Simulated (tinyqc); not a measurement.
Worked calculation (part 2 of 3): UHF in the sto-3g basis, for BH, spin multiplicity 3. Computed by tinyqc, a small Python program that keeps every step (integrals from PySCF). Command: `OMP_NUM_THREADS=1 python tinyqc.py 20342 20343 out.jsonl` (the two numbers bound the seeds that draw the settings). One thread of a shared host (Intel(R) Xeon(R) Processor @ 2.60GHz), about 0.1 s of CPU time with the checks.

Geometry (angstrom):
```
atom         x         y         z
B     0.000000  0.000000  0.000000
H     0.000000  0.000000  2.207000
```

## Iteration 3: building the Fock matrix

D(alpha) after iteration 2, order 1B 1s, 1B 2s, 1B 2px, 1B 2py, 1B 2pz, 2H 1s:
$$\begin{pmatrix}
1.062889 & -0.240684 & 0.000000 & 0.000000 & 0.113956 & -0.003873 \\
-0.240684 & 0.918282 & 0.000000 & 0.000000 & -0.371264 & -0.023594 \\
0.000000 & 0.000000 & 0.934045 & 0.248203 & 0.000000 & 0.000000 \\
0.000000 & 0.000000 & 0.248203 & 0.065955 & 0.000000 & 0.000000 \\
0.113956 & -0.371264 & 0.000000 & 0.000000 & 0.154276 & 0.071059 \\
-0.003873 & -0.023594 & 0.000000 & 0.000000 & 0.071059 & 0.977392
\end{pmatrix}$$

D(beta) after iteration 2, order 1B 1s, 1B 2s, 1B 2px, 1B 2py, 1B 2pz, 2H 1s:
$$\begin{pmatrix}
0.984285 & 0.027636 & 0.000000 & 0.000000 & 0.004641 & -0.022065 \\
0.027636 & 0.002361 & 0.000000 & 0.000000 & 0.001458 & 0.038742 \\
0.000000 & 0.000000 & 0.000000 & 0.000000 & 0.000000 & 0.000000 \\
0.000000 & 0.000000 & 0.000000 & 0.000000 & 0.000000 & 0.000000 \\
0.004641 & 0.001458 & 0.000000 & 0.000000 & 0.001135 & 0.032887 \\
-0.022065 & 0.038742 & 0.000000 & 0.000000 & 0.032887 & 0.978215
\end{pmatrix}$$

core Hamiltonian H = T + V (hartree), order 1B 1s, 1B 2s, 1B 2px, 1B 2py, 1B 2pz, 2H 1s:
$$\begin{pmatrix}
-12.560858 & -3.251907 & 0.000000 & 0.000000 & -0.005402 & -0.079545 \\
-3.251907 & -3.652166 & 0.000000 & 0.000000 & -0.055133 & -0.328933 \\
0.000000 & 0.000000 & -2.848120 & 0.000000 & 0.000000 & 0.000000 \\
0.000000 & 0.000000 & 0.000000 & -2.848120 & 0.000000 & 0.000000 \\
-0.005402 & -0.055133 & 0.000000 & 0.000000 & -2.875403 & -0.393472 \\
-0.079545 & -0.328933 & 0.000000 & 0.000000 & -0.393472 & -1.665298
\end{pmatrix}$$

Two-electron integrals (ij|kl) in chemists' order, unique and non-zero (hartree):
```
(11|11) 2.923513   (21|11) 0.518376   (21|21) 0.109262   (22|11) 0.744229
(22|21) 0.193177   (22|22) 0.544804   (31|31) 0.020264   (32|31) 0.029996
(32|32) 0.120346   (33|11) 0.742491   (33|21) 0.193240   (33|22) 0.544682
(33|33) 0.586773   (41|41) 0.020264   (42|41) 0.029996   (42|42) 0.120346
(43|43) 0.031630   (44|11) 0.742491   (44|21) 0.193240   (44|22) 0.544682
(44|33) 0.523513   (44|44) 0.586773   (51|51) 0.020264   (52|51) 0.029996
(52|52) 0.120346   (53|53) 0.031630   (54|54) 0.031630   (55|11) 0.742491
(55|21) 0.193240   (55|22) 0.544682   (55|33) 0.523513   (55|44) 0.523513
(55|55) 0.586773   (61|11) 0.012307   (61|21) 0.002593   (61|22) 0.004628
(61|33) 0.004608   (61|44) 0.004608   (61|51) 0.000212   (61|52) 0.000393
(61|55) 0.004673   (61|61) 0.000064   (62|11) 0.050536   (62|21) 0.013441
(62|22) 0.044676   (62|33) 0.043292   (62|44) 0.043292   (62|51) 0.001453
(62|52) 0.010470   (62|55) 0.047393   (62|61) 0.000345   (62|62) 0.006788
(63|31) 0.000982   (63|32) 0.005288   (63|53) 0.001743   (63|63) 0.000529
(64|41) 0.000982   (64|42) 0.005288   (64|54) 0.001743   (64|64) 0.000529
(65|11) 0.059770   (65|21) 0.016028   (65|22) 0.055497   (65|33) 0.053012
(65|44) 0.053012   (65|51) 0.002295   (65|52) 0.016039   (65|55) 0.060400
(65|61) 0.000421   (65|62) 0.009572   (65|65) 0.013773   (66|11) 0.239737
(66|21) 0.064563   (66|22) 0.239010   (66|33) 0.230416   (66|44) 0.230416
(66|51) 0.005388   (66|52) 0.054023   (66|55) 0.256011   (66|61) 0.001640
(66|62) 0.054322   (66|65) 0.082573   (66|66) 0.774606
```

nuclear repulsion = 1.19886092 hartree

J_ij = sum D_kl (ij|kl) with D = D(alpha) + D(beta), K_ij = sum D_kl (ik|jl) for each spin; F = H + J - K(s); E = tr D H + tr D J / 2 - 0.5 sum_s tr D(s) K(s) + E_nn.

Coulomb J (hartree), order 1B 1s, 1B 2s, 1B 2px, 1B 2py, 1B 2pz, 2H 1s:
$$\begin{pmatrix}
7.789263 & 1.545633 & 0.000000 & 0.000000 & -0.006332 & 0.036746 \\
1.545633 & 3.052217 & 0.000000 & 0.000000 & 0.027384 & 0.290527 \\
0.000000 & 0.000000 & 3.065784 & 0.015701 & 0.000000 & 0.000000 \\
0.000000 & 0.000000 & 0.015701 & 3.010869 & 0.000000 & 0.000000 \\
-0.006332 & 0.027384 & 0.000000 & 0.000000 & 3.068239 & 0.382316 \\
0.036746 & 0.290527 & 0.000000 & 0.000000 & 0.382316 & 2.448393
\end{pmatrix}$$

exchange K(alpha) (hartree), order 1B 1s, 1B 2s, 1B 2px, 1B 2py, 1B 2pz, 2H 1s:
$$\begin{pmatrix}
2.981437 & 0.557406 & 0.000000 & 0.000000 & 0.004328 & 0.013873 \\
0.557406 & 0.668250 & 0.000000 & 0.000000 & -0.209222 & 0.076137 \\
0.000000 & 0.000000 & 0.673155 & 0.137788 & 0.000000 & 0.000000 \\
0.000000 & 0.000000 & 0.137788 & 0.191241 & 0.000000 & 0.000000 \\
0.004328 & -0.209222 & 0.000000 & 0.000000 & 0.261036 & 0.096056 \\
0.013873 & 0.076137 & 0.000000 & 0.000000 & 0.096056 & 0.768030
\end{pmatrix}$$

exchange K(beta) (hartree), order 1B 1s, 1B 2s, 1B 2px, 1B 2py, 1B 2pz, 2H 1s:
$$\begin{pmatrix}
2.906237 & 0.534233 & 0.000000 & 0.000000 & 0.003819 & 0.012939 \\
0.534233 & 0.129842 & 0.000000 & 0.000000 & 0.015626 & 0.066668 \\
0.000000 & 0.000000 & 0.022921 & 0.000000 & 0.000000 & 0.000000 \\
0.000000 & 0.000000 & 0.000000 & 0.022921 & 0.000000 & 0.000000 \\
0.003819 & 0.015626 & 0.000000 & 0.000000 & 0.041141 & 0.092460 \\
0.012939 & 0.066668 & 0.000000 & 0.000000 & 0.092460 & 0.767444
\end{pmatrix}$$

F(alpha) (hartree), order 1B 1s, 1B 2s, 1B 2px, 1B 2py, 1B 2pz, 2H 1s:
$$\begin{pmatrix}
-7.753033 & -2.263679 & 0.000000 & 0.000000 & -0.016062 & -0.056672 \\
-2.263679 & -1.268199 & 0.000000 & 0.000000 & 0.181473 & -0.114543 \\
0.000000 & 0.000000 & -0.455492 & -0.122087 & 0.000000 & 0.000000 \\
0.000000 & 0.000000 & -0.122087 & -0.028493 & 0.000000 & 0.000000 \\
-0.016062 & 0.181473 & 0.000000 & 0.000000 & -0.068200 & -0.107212 \\
-0.056672 & -0.114543 & 0.000000 & 0.000000 & -0.107212 & 0.015065
\end{pmatrix}$$

F(beta) (hartree), order 1B 1s, 1B 2s, 1B 2px, 1B 2py, 1B 2pz, 2H 1s:
$$\begin{pmatrix}
-7.677832 & -2.240507 & 0.000000 & 0.000000 & -0.015553 & -0.055738 \\
-2.240507 & -0.729791 & 0.000000 & 0.000000 & -0.043375 & -0.105075 \\
0.000000 & 0.000000 & 0.194742 & 0.015701 & 0.000000 & 0.000000 \\
0.000000 & 0.000000 & 0.015701 & 0.139827 & 0.000000 & 0.000000 \\
-0.015553 & -0.043375 & 0.000000 & 0.000000 & 0.151695 & -0.103616 \\
-0.055738 & -0.105075 & 0.000000 & 0.000000 & -0.103616 & 0.015651
\end{pmatrix}$$

total energy of this density = -24.26006094 hartree

## Iteration 3: diagonalisation and new density

X, order 1B 1s, 1B 2s, 1B 2px, 1B 2py, 1B 2pz, 2H 1s:
$$\begin{pmatrix}
1.028919 & -0.142135 & 0.000000 & 0.000000 & -0.001278 & 0.009345 \\
-0.142135 & 1.034467 & 0.000000 & 0.000000 & 0.007405 & -0.062064 \\
0.000000 & 0.000000 & 1.000000 & 0.000000 & 0.000000 & 0.000000 \\
0.000000 & 0.000000 & 0.000000 & 1.000000 & 0.000000 & 0.000000 \\
-0.001278 & 0.007405 & 0.000000 & 0.000000 & 1.009563 & -0.080675 \\
0.009345 & -0.062064 & 0.000000 & 0.000000 & -0.080675 & 1.015006
\end{pmatrix}$$

Diagonalise F' = X^T F X, C = X C', fill 4 alpha and 2 beta electrons from the bottom; D(s) = C_occ C_occ^T. Each column has its largest component positive (the first on a tie).

F' = X^T F X (alpha) (hartree):
$$\begin{pmatrix}
-7.572122 & -1.133841 & 0.000000 & 0.000000 & -0.046418 & 0.023010 \\
-1.133841 & -0.831407 & 0.000000 & 0.000000 & 0.201395 & -0.080299 \\
0.000000 & 0.000000 & -0.455492 & -0.122087 & 0.000000 & 0.000000 \\
0.000000 & 0.000000 & -0.122087 & -0.028493 & 0.000000 & 0.000000 \\
-0.046418 & 0.201395 & 0.000000 & 0.000000 & -0.049108 & -0.118849 \\
0.023010 & -0.080299 & 0.000000 & 0.000000 & -0.118849 & 0.044897
\end{pmatrix}$$

orbital energies (alpha) (hartree): MO1 -7.757767, MO2 -0.712767, MO3 -0.487934, MO4 -0.107474, MO5 0.003950, MO6 0.170268

coefficients C (alpha), order 1B 1s, 1B 2s, 1B 2px, 1B 2py, 1B 2pz, 2H 1s:
$$\begin{pmatrix}
0.992445 & -0.291532 & 0.000000 & -0.049211 & 0.000000 & 0.081271 \\
0.026872 & 0.992336 & 0.000000 & 0.148345 & 0.000000 & -0.294573 \\
0.000000 & 0.000000 & 0.966460 & 0.000000 & -0.256817 & 0.000000 \\
0.000000 & 0.000000 & 0.256817 & 0.000000 & 0.966460 & 0.000000 \\
0.001754 & -0.286833 & 0.000000 & 0.682010 & 0.000000 & -0.691642 \\
-0.002178 & 0.023756 & 0.000000 & 0.603536 & 0.000000 & 0.822107
\end{pmatrix}$$

F' = X^T F X (beta) (hartree):
$$\begin{pmatrix}
-7.488500 & -1.198220 & 0.000000 & 0.000000 & -0.014326 & 0.023959 \\
-1.198220 & -0.265173 & 0.000000 & 0.000000 & -0.028794 & -0.085943 \\
0.000000 & 0.000000 & 0.194742 & 0.015701 & 0.000000 & 0.000000 \\
0.000000 & 0.000000 & 0.015701 & 0.139827 & 0.000000 & 0.000000 \\
-0.014326 & -0.028794 & 0.000000 & 0.000000 & 0.171087 & -0.119000 \\
0.023959 & -0.085943 & 0.000000 & 0.000000 & -0.119000 & 0.044968
\end{pmatrix}$$

orbital energies (beta) (hartree): MO1 -7.682132, MO2 -0.142232, MO3 0.042090, MO4 0.135655, MO5 0.198914, MO6 0.244656

coefficients C (beta), order 1B 1s, 1B 2s, 1B 2px, 1B 2py, 1B 2pz, 2H 1s:
$$\begin{pmatrix}
0.993064 & -0.235651 & -0.190111 & 0.000000 & 0.000000 & -0.033394 \\
0.024754 & 0.792606 & 0.670827 & 0.000000 & 0.000000 & 0.124042 \\
0.000000 & 0.000000 & 0.000000 & -0.256817 & 0.966460 & 0.000000 \\
0.000000 & 0.000000 & 0.000000 & 0.966460 & 0.256817 & 0.000000 \\
0.002410 & 0.238526 & -0.416528 & 0.000000 & 0.000000 & 0.891844 \\
-0.002133 & 0.484986 & -0.651247 & 0.000000 & 0.000000 & -0.617533
\end{pmatrix}$$

D(alpha) after iteration 3, order 1B 1s, 1B 2s, 1B 2px, 1B 2py, 1B 2pz, 2H 1s:
$$\begin{pmatrix}
1.072360 & -0.269929 & 0.000000 & 0.000000 & 0.051799 & -0.038788 \\
-0.269929 & 1.007459 & 0.000000 & 0.000000 & -0.183415 & 0.113046 \\
0.000000 & 0.000000 & 0.934045 & 0.248203 & 0.000000 & 0.000000 \\
0.000000 & 0.000000 & 0.248203 & 0.065955 & 0.000000 & 0.000000 \\
0.051799 & -0.183415 & 0.000000 & 0.000000 & 0.547414 & 0.404800 \\
-0.038788 & 0.113046 & 0.000000 & 0.000000 & 0.404800 & 0.364825
\end{pmatrix}$$

D(beta) after iteration 3, order 1B 1s, 1B 2s, 1B 2px, 1B 2py, 1B 2pz, 2H 1s:
$$\begin{pmatrix}
1.041708 & -0.162196 & 0.000000 & 0.000000 & -0.053816 & -0.116405 \\
-0.162196 & 0.628836 & 0.000000 & 0.000000 & 0.189117 & 0.384350 \\
0.000000 & 0.000000 & 0.000000 & 0.000000 & 0.000000 & 0.000000 \\
0.000000 & 0.000000 & 0.000000 & 0.000000 & 0.000000 & 0.000000 \\
-0.053816 & 0.189117 & 0.000000 & 0.000000 & 0.056901 & 0.115677 \\
-0.116405 & 0.384350 & 0.000000 & 0.000000 & 0.115677 & 0.235216
\end{pmatrix}$$

## Iteration 4: building the Fock matrix

As before.

Coulomb J (hartree), order 1B 1s, 1B 2s, 1B 2px, 1B 2py, 1B 2pz, 2H 1s:
$$\begin{pmatrix}
8.393991 & 1.695556 & 0.000000 & 0.000000 & 0.007262 & 0.040531 \\
1.695556 & 3.415892 & 0.000000 & 0.000000 & 0.060657 & 0.289574 \\
0.000000 & 0.000000 & 3.427976 & 0.015701 & 0.000000 & 0.000000 \\
0.000000 & 0.000000 & 0.015701 & 3.373061 & 0.000000 & 0.000000 \\
0.007262 & 0.060657 & 0.000000 & 0.000000 & 3.434225 & 0.366278 \\
0.040531 & 0.289574 & 0.000000 & 0.000000 & 0.366278 & 1.832115
\end{pmatrix}$$

exchange K(alpha) (hartree), order 1B 1s, 1B 2s, 1B 2px, 1B 2py, 1B 2pz, 2H 1s:
$$\begin{pmatrix}
2.996470 & 0.567394 & 0.000000 & 0.000000 & 0.001069 & 0.015523 \\
0.567394 & 0.767983 & 0.000000 & 0.000000 & -0.074464 & 0.116562 \\
0.000000 & 0.000000 & 0.696976 & 0.137788 & 0.000000 & 0.000000 \\
0.000000 & 0.000000 & 0.137788 & 0.215062 & 0.000000 & 0.000000 \\
0.001069 & -0.074464 & 0.000000 & 0.000000 & 0.536990 & 0.180109 \\
0.015523 & 0.116562 & 0.000000 & 0.000000 & 0.180109 & 0.372923
\end{pmatrix}$$

exchange K(beta) (hartree), order 1B 1s, 1B 2s, 1B 2px, 1B 2py, 1B 2pz, 2H 1s:
$$\begin{pmatrix}
2.946344 & 0.525803 & 0.000000 & 0.000000 & 0.001403 & 0.010954 \\
0.525803 & 0.435826 & 0.000000 & 0.000000 & 0.146663 & 0.147420 \\
0.000000 & 0.000000 & 0.093220 & 0.000000 & 0.000000 & 0.000000 \\
0.000000 & 0.000000 & 0.000000 & 0.093220 & 0.000000 & 0.000000 \\
0.001403 & 0.146663 & 0.000000 & 0.000000 & 0.149452 & 0.095961 \\
0.010954 & 0.147420 & 0.000000 & 0.000000 & 0.095961 & 0.251261
\end{pmatrix}$$

F(alpha) (hartree), order 1B 1s, 1B 2s, 1B 2px, 1B 2py, 1B 2pz, 2H 1s:
$$\begin{pmatrix}
-7.163337 & -2.123744 & 0.000000 & 0.000000 & 0.000790 & -0.054536 \\
-2.123744 & -1.004258 & 0.000000 & 0.000000 & 0.079987 & -0.155921 \\
0.000000 & 0.000000 & -0.117121 & -0.122087 & 0.000000 & 0.000000 \\
0.000000 & 0.000000 & -0.122087 & 0.309879 & 0.000000 & 0.000000 \\
0.000790 & 0.079987 & 0.000000 & 0.000000 & 0.021832 & -0.207303 \\
-0.054536 & -0.155921 & 0.000000 & 0.000000 & -0.207303 & -0.206106
\end{pmatrix}$$

F(beta) (hartree), order 1B 1s, 1B 2s, 1B 2px, 1B 2py, 1B 2pz, 2H 1s:
$$\begin{pmatrix}
-7.113211 & -2.082154 & 0.000000 & 0.000000 & 0.000456 & -0.049968 \\
-2.082154 & -0.672101 & 0.000000 & 0.000000 & -0.141139 & -0.186779 \\
0.000000 & 0.000000 & 0.486636 & 0.015701 & 0.000000 & 0.000000 \\
0.000000 & 0.000000 & 0.015701 & 0.431721 & 0.000000 & 0.000000 \\
0.000456 & -0.141139 & 0.000000 & 0.000000 & 0.409370 & -0.123154 \\
-0.049968 & -0.186779 & 0.000000 & 0.000000 & -0.123154 & -0.084444
\end{pmatrix}$$

total energy of this density = -24.48772701 hartree

## Iteration 4: diagonalisation and new density

As before.

F' = X^T F X (alpha) (hartree):
$$\begin{pmatrix}
-6.983371 & -1.107538 & 0.000000 & 0.000000 & -0.015870 & 0.025657 \\
-1.107538 & -0.575189 & 0.000000 & 0.000000 & 0.104174 & -0.118020 \\
0.000000 & 0.000000 & -0.117121 & -0.122087 & 0.000000 & 0.000000 \\
0.000000 & 0.000000 & -0.122087 & 0.309879 & 0.000000 & 0.000000 \\
-0.015870 & 0.104174 & 0.000000 & 0.000000 & 0.056021 & -0.205337 \\
0.025657 & -0.118020 & 0.000000 & 0.000000 & -0.205337 & -0.160866
\end{pmatrix}$$

orbital energies (alpha) (hartree): MO1 -7.169394, MO2 -0.441822, MO3 -0.270570, MO4 -0.149563, MO5 0.218381, MO6 0.342321

coefficients C (alpha), order 1B 1s, 1B 2s, 1B 2px, 1B 2py, 1B 2pz, 2H 1s:
$$\begin{pmatrix}
0.991159 & -0.284972 & 0.092663 & 0.000000 & -0.082302 & 0.000000 \\
0.031212 & 0.947269 & -0.330638 & 0.000000 & 0.294307 & 0.000000 \\
0.000000 & 0.000000 & 0.000000 & 0.966460 & 0.000000 & -0.256817 \\
0.000000 & 0.000000 & 0.000000 & 0.256817 & 0.000000 & 0.966460 \\
-0.000215 & -0.068914 & 0.514945 & 0.000000 & 0.869405 & 0.000000 \\
-0.001884 & 0.316433 & 0.754016 & 0.000000 & -0.609928 & 0.000000
\end{pmatrix}$$

F' = X^T F X (beta) (hartree):
$$\begin{pmatrix}
-6.935659 & -1.119006 & 0.000000 & 0.000000 & 0.014900 & 0.034095 \\
-1.119006 & -0.229890 & 0.000000 & 0.000000 & -0.123446 & -0.160113 \\
0.000000 & 0.000000 & 0.486636 & 0.015701 & 0.000000 & 0.000000 \\
0.000000 & 0.000000 & 0.015701 & 0.431721 & 0.000000 & 0.000000 \\
0.014900 & -0.123446 & 0.000000 & 0.000000 & 0.434841 & -0.146646 \\
0.034095 & -0.160113 & 0.000000 & 0.000000 & -0.146646 & -0.043789
\end{pmatrix}$$

orbital energies (beta) (hartree): MO1 -7.117473, MO2 -0.262100, MO3 0.116909, MO4 0.427549, MO5 0.488168, MO6 0.490808

coefficients C (beta), order 1B 1s, 1B 2s, 1B 2px, 1B 2py, 1B 2pz, 2H 1s:
$$\begin{pmatrix}
0.992801 & -0.200274 & -0.226461 & 0.000000 & 0.043779 & 0.000000 \\
0.025655 & 0.666989 & 0.792586 & 0.000000 & -0.143203 & 0.000000 \\
0.000000 & 0.000000 & 0.000000 & -0.256817 & 0.000000 & 0.966460 \\
0.000000 & 0.000000 & 0.000000 & 0.966460 & 0.000000 & 0.256817 \\
0.000674 & 0.217432 & 0.021328 & 0.000000 & 0.988964 & 0.000000 \\
-0.001911 & 0.632109 & -0.746920 & 0.000000 & -0.288497 & 0.000000
\end{pmatrix}$$

D(alpha) after iteration 4, order 1B 1s, 1B 2s, 1B 2px, 1B 2py, 1B 2pz, 2H 1s:
$$\begin{pmatrix}
1.072192 & -0.269647 & 0.000000 & 0.000000 & 0.067142 & -0.022172 \\
-0.269647 & 1.007615 & 0.000000 & 0.000000 & -0.235548 & 0.050382 \\
0.000000 & 0.000000 & 0.934045 & 0.248203 & 0.000000 & 0.000000 \\
0.000000 & 0.000000 & 0.248203 & 0.065955 & 0.000000 & 0.000000 \\
0.067142 & -0.235548 & 0.000000 & 0.000000 & 0.269917 & 0.366470 \\
-0.022172 & 0.050382 & 0.000000 & 0.000000 & 0.366470 & 0.668674
\end{pmatrix}$$

D(beta) after iteration 4, order 1B 1s, 1B 2s, 1B 2px, 1B 2py, 1B 2pz, 2H 1s:
$$\begin{pmatrix}
1.025764 & -0.108110 & 0.000000 & 0.000000 & -0.042877 & -0.128493 \\
-0.108110 & 0.445532 & 0.000000 & 0.000000 & 0.145042 & 0.421561 \\
0.000000 & 0.000000 & 0.000000 & 0.000000 & 0.000000 & 0.000000 \\
0.000000 & 0.000000 & 0.000000 & 0.000000 & 0.000000 & 0.000000 \\
-0.042877 & 0.145042 & 0.000000 & 0.000000 & 0.047277 & 0.137440 \\
-0.128493 & 0.421561 & 0.000000 & 0.000000 & 0.137440 & 0.399565
\end{pmatrix}$$
